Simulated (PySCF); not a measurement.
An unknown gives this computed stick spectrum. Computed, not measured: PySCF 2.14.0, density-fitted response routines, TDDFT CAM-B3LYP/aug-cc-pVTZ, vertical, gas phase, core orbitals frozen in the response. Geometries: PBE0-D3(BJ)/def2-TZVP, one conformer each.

```csv
state,E (eV),f
S1,7.86,0.082
S2,8.08,0.024
S3,8.19,0.047
S4,8.38,0.012
S5,8.42,0.0002
S6,8.44,0.071
S7,8.66,0.049
S8,8.73,0.210
S9,8.77,0.024
S10,8.79,0.0000
```

Triplets computed (Tamm–Dancoff): 7.68, 7.77, 7.91, 8.12 eV.

Question: Which structure fits?
A. cyclopropanol (`OC1CC1`)
B. dimethylsilane (`C[SiH2]C`)
C. carbon trimer (`[C]=C=[C]`) [singlet]

Answer: B. Its S1, at 7.86 eV, is the highest among the candidates; the nearest of the others has S1 at 6.15 eV. S1 is HOMO→LUMO (81%). Löwdin shares by element: HOMO carbon 56%, silicon 14%, hydrogen 6% or more (atoms not listed hold the other 24%); LUMO hydrogen 61% or more (atoms not listed hold the other 39%). At the same level the other candidates give, for their lowest levels:
- `[C]=C=[C]`: 3.55 eV (f 0.049 summed over 2 states); 3.64 eV (f 0.000); 3.94 eV (f 0.000 summed over 2 states); 4.71 eV (f 0.000 summed over 2 states); 7.92 eV (f 1.016); T1 2.26 eV; HOMO -11.18, LUMO -3.38 eV
- `OC1CC1`: 6.15 eV (f 0.013); 6.71 eV (f 0.001); 7.03 eV (f 0.005); 7.11 eV (f 0.006); 7.42 eV (f 0.006); T1 5.99 eV; HOMO -8.66, LUMO 0.25 eV
